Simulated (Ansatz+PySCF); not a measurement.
Two shapes of doublet CH3.

Shape 1:

```xyz
4

C     0.0000    0.0000    0.0000
H     0.9813    0.0000    0.0000
H    -0.5452    0.9443    0.0000
H    -0.5452   -0.9443    0.0000
```

Shape 2:

```xyz
4

C     0.0000    0.0000    0.0000
H     1.0358    0.0000    0.0000
H    -0.5452    0.9443    0.0000
H    -0.5452   -0.9443    0.0000
```

Basis set: STO-3G (spherical functions). Frozen core: 1 orbital. Correlation on ROHF uses semicanonical orbitals with singles. Charge 0, multiplicity 2.

Computed with Ansatz (development build ahead of 0.2.0); each method stands on the lowest determinant of its kind that the runs found.

Which shape is lower in energy, and by how much in each method?

```csv
method,E(2) − E(1) (eV)
ROHF,-0.218
ROHF-CCSD,-0.268
ROHF-CCSD(T),-0.269
UHF-CCSD(T),-0.269
PBE0 (unrestricted),-0.237
```

Shape 2 is lower.
